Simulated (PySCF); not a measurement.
Species: C4H4O.
Atom-mapped SMILES: `[CH:1]#[C:2][CH2:3][CH:4]=[O:5]` (hydrogens: H6 on C1; H7, H8 on C3; H9 on C4)

Computed with PBE0-D3(BJ)/def2-SVP geometry optimisation, gas phase (PySCF).

Problem. Give the optimised bond lengths and angles.

Solution. 
```
        bond  length (Å)
       C1≡C2       1.211
       C2–C3       1.453
       C3–C4       1.521
       C4=O5       1.197
       C1–H6       1.074
C3–H7, C3–H8       1.104
       C4–H9       1.120
```

Bonds in one row agree within 0.01 Å and their mean is given. A selection of angles:
```
   angle  degrees
C2–C1–H6    179.1
C1–C2–C3    177.3
C2–C3–C4    113.0
C2–C3–H7    109.7
C2–C3–H8    112.3
C4–C3–H7    106.5
C4–C3–H8    108.3
H7–C3–H8    106.7
C3–C4–O5    123.5
C3–C4–H9    114.6
O5–C4–H9    121.9
```

Dihedral angles: C2–C3–C4–O5 145° (anticlinal). The mirror-image conformer, all signs reversed, is as good.

The C–C distances run from 1.211 Å (C1≡C2, drawn triple) to 1.521 Å (C3–C4, drawn single), a spread of 0.310 Å.

Point group: C1 (no symmetry element, even within 0.4 Å). Stationary, but not proved a minimum. The numbers are those of one conformer.
